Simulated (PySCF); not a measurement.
The first ionisation energy along the second row

Calculated with PySCF 2.14 from differences of total energies of unrestricted determinants, without spin-orbit coupling. Values in eV. The last column holds reference values (NIST; (s) semi-empirical, (t) theoretical, else measured). Unmarked ones compare directly (S terms, centres of terms, or small fine structure); those marked * lie between the lowest fine-structure levels and include a spin-orbit shift.

```csv
element,configurations,UHF,MP2 (valence),SCS-MP2 (valence),CCSD (valence),CCSD(T) (valence),LDA,reference
"Li (6-31G*, non-relativistic)",[He] 2s1 → 1s2,5.327,n/a,n/a,n/a,n/a,n/a,5.392
"Be (6-31G*, non-relativistic)",[He] 2s2 → [He] 2s1,7.928,8.636,8.777,9.188,9.188,8.941,9.323
"B (6-31G*, non-relativistic)",[He] 2s2 2p1 → [He] 2s2,7.835,7.909,7.870,7.770,7.791,8.420,8.297
"C (6-31G*, non-relativistic)",[He] 2s2 2p2 → [He] 2s2 2p1,10.718,10.940,10.830,10.794,10.799,11.513,11.262
"N (6-31G*, non-relativistic)",[He] 2s2 2p3 → [He] 2s2 2p2,13.962,14.424,14.215,14.267,14.264,14.959,14.545
"O (6-31G*, non-relativistic)",[He] 2s2 2p4 → [He] 2s2 2p3,12.030,12.965,12.965,12.973,12.981,13.819,13.608
"F (6-31G*, non-relativistic)",[He] 2s2 2p5 → [He] 2s2 2p4,15.645,16.866,16.816,16.795,16.802,17.594,17.427
"Ne (6-31G*, non-relativistic)",[Ne] → [He] 2s2 2p5,19.681,21.150,21.040,20.984,20.996,21.701,21.597
```

Problem. Which of these methods has the smallest mean absolute error against the measured values here?

Solution. LDA, with 0.236 eV.

| method | elements | mean error (eV) | mean absolute error (eV) | largest error (eV) |
| --- | --- | --- | --- | --- |
| UHF | 8 | -1.040 | 1.040 | -1.916 |
| MP2 (valence) | 7 | -0.453 | 0.453 | -0.687 |
| SCS-MP2 (valence) | 7 | -0.506 | 0.506 | -0.643 |
| CCSD (valence) | 7 | -0.470 | 0.470 | -0.635 |
| CCSD(T) (valence) | 7 | -0.462 | 0.462 | -0.627 |
| LDA | 7 | 0.127 | 0.236 | 0.414 |

Errors include the incompleteness of the basis and the frozen core.

"Valence" correlates the outer s and p shells and, in groups 3 to 12 and the f block, the outer d or f shell, open or full, or the next shell where the ion has no valence electron left; the wider scheme adds the next inner shell.
